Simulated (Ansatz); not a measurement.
A nudged elastic band was laid between two geometries of C₂H₃FN (7 atoms, charge 0, multiplicity 2).

Computed with UKS PBE-D4/def2-SVP in Ansatz 0.2.0.

```yaml
movable_images: 7
climbing_image: yes
spring: 0.1 eV/Å²
optimiser: quadratic models (default)
start_path: through a guess of the saddle point
force_threshold: 0.05 eV/Å
iteration_limit: 60
end_points: relaxed
```

Initial state:

```xyz
7
Properties=species:S:1:pos:R:3
N -0.445 0.870 -0.234
C 0.531 0.041 0.337
C 0.693 -1.276 0.091
F 0.073 -1.972 -0.861
H -1.103 0.372 -0.841
H -0.954 1.453 0.439
H 1.205 0.512 1.069
```

Final state:

```xyz
7
Properties=species:S:1:pos:R:3
N -0.651 0.759 0.108
C 0.534 0.043 0.331
C 0.767 -1.236 -0.033
F -0.139 -2.089 -0.507
H -0.512 1.692 -0.295
H -1.349 0.240 -0.433
H 1.350 0.590 0.828
```

(1) What changes between the two ends?

(2) Give the energies along the band, and the barrier.

(3) What is the geometry of the highest image?

## Answers

(1) No bond is made or broken. The dihedral H6–N1–C2–H7 goes from -47 to 175°. The two ends are copies of one structure, up to a mirror image or an exchange of like atoms.

(2) The forces met the threshold. The highest image is number 4 of 0 to 8, 0.227 eV above the ends, which have the same energy within 2 meV. Another band between the same ends (7 images) ends at a top of the same energy, where a vibrational analysis finds 1 clearly imaginary mode.

```csv
image,path coordinate (Å),energy (eV),dihedral H6–N1–C2–H7 (°)
0,0.00,0.000,-47
1,0.51,0.056,-21
2,1.04,0.139,6
3,1.57,0.206,31
4,2.12,0.227,58
5,2.65,0.207,88
6,3.18,0.143,119
7,3.70,0.059,148
8,4.24,0.000,175
```

(3) 
```xyz
7
Properties=species:S:1:pos:R:3
N -0.678 0.617 -0.303
C 0.359 -0.072 0.400
C 0.845 -1.235 -0.057
F 0.528 -1.929 -1.122
H -1.497 0.746 0.306
H -0.365 1.562 -0.564
H 0.807 0.310 1.340
```

The run took 4.3 min on 1 thread of Arm Neoverse V2 (shared host), peak memory 0.14 GiB.
